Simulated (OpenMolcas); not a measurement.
**MP2/def2-TZVP run of CH4BN (SMILES B1CN1)**

Wanted: the energy of CH4BN. 

The calculation is run with OpenMolcas 26.06.

2 further runs of the same task are left out: 1 that didn't finish, 1 set aside as unsound or not needed.

### 1 The structure to begin with

CH4BN has 7 atoms, charge 0, and is taken as a singlet. As SMILES, `B1CN1`. Geometry: relaxed at GFN2-xTB.

Bond lengths: B1–C2 1.554 Å, B1–N3 1.344 Å, C2–N3 1.459 Å, B1–H4 1.150 Å, C2–H5 1.088 Å, C2–H6 1.088 Å, N3–H7 1.000 Å. Some angles: B1–C2–N3 52.9°, C2–B1–N3 60.0°, B1–N3–C2 67.2°, B1–C2–H5 123.0°, B1–C2–H6 123.0°, N3–C2–H5 115.9°, N3–C2–H6 115.9°, C2–B1–H4 156.0°, N3–B1–H4 144.1°, B1–N3–H7 160.4°.

### 2 The energy at MP2/def2-TZVP

Contents of test.input:

```
&GATEWAY
BASLIB = $CurrDir
COORD
7
angstrom
B       -0.809240      -0.393500      -0.371710
C        0.139690       0.712950       0.165900
N        0.426620      -0.712960       0.048980
H       -1.783620      -0.820210      -0.809050
H        0.714220       1.368880      -0.485570
H        0.078850       1.104540       1.179190
H        1.233490      -1.259700       0.272260
BASIS = def2-TZVP
GROUP = NoSym
&SEWARD
&SCF
THRESHOLDS = 1e-10 1e-07 1e-07 1e-05
PRORBITALS = 0
&MBPT2
FROZEN = 3
```

The basis set def2-TZVP is read from a file made from the Basis Set Exchange's data (not shown).

Run with:

```sh
$ export MOLCAS_MEM=1860
$ pymolcas test.input > test.log
```

Log:

```text
--- Start Module: gateway ---
[...]
--- Stop Module: gateway /rc=_RC_ALL_IS_WELL_ ---
[...]
      Basis functions          117
[...]
--- Start Module: scf ---
[...]
       Convergence after  13 Iterations
[...]
::    Total SCF energy                               -119.3354782232
[...]
      Total spin, S                                     0.0000000000
[...]
      Total electronic charge=   22.000000
      Total            charge=   -0.000000
[...]
      Dipole Moment (debye):
      Origin of the operator (angstrom)=   -0.0247   -0.1307   -0.0306
                   X=  7.5554E-01               Y= -5.1446E-01               Z=  2.1013E-01           Total=  9.3791E-01
      Quadrupole Moment (debye*angstrom):
[...]
--- Stop Module: scf /rc=_RC_ALL_IS_WELL_ ---
[...]
--- Start Module: mbpt2 ---
[...]
WARNING!
Default frozen orbitals as non valence orbitals is overwritten by user input.
Default values:   3
[...]
       Reference weight ( Cref**2 )         =        0.87094
::    Total MBPT2 energy                             -119.7999985304
[...]
      Total MBPT2 calculations                           0.57      0.62
--- Stop Module: mbpt2 /rc=_RC_ALL_IS_WELL_ ---
[...]
```

It took 15 s on 1 thread of Arm Neoverse V2, shared host; peak memory 0.72 GiB.

### 3 Summary of results

Level: MP2/def2-TZVP, 3 core orbitals frozen.

| quantity | value |
| --- | --- |
| total energy | -119.80000 Eh |
| dipole moment (mean-field density) | 0.94 D |
| HOMO energy (Hartree–Fock orbitals) | -10.77 eV |
| LUMO energy (Hartree–Fock orbitals) | 3.28 eV |
| HOMO–LUMO gap (Hartree–Fock orbitals) | 14.05 eV |
| correlation energy (3 core orbitals frozen) | -464.5 mEh |
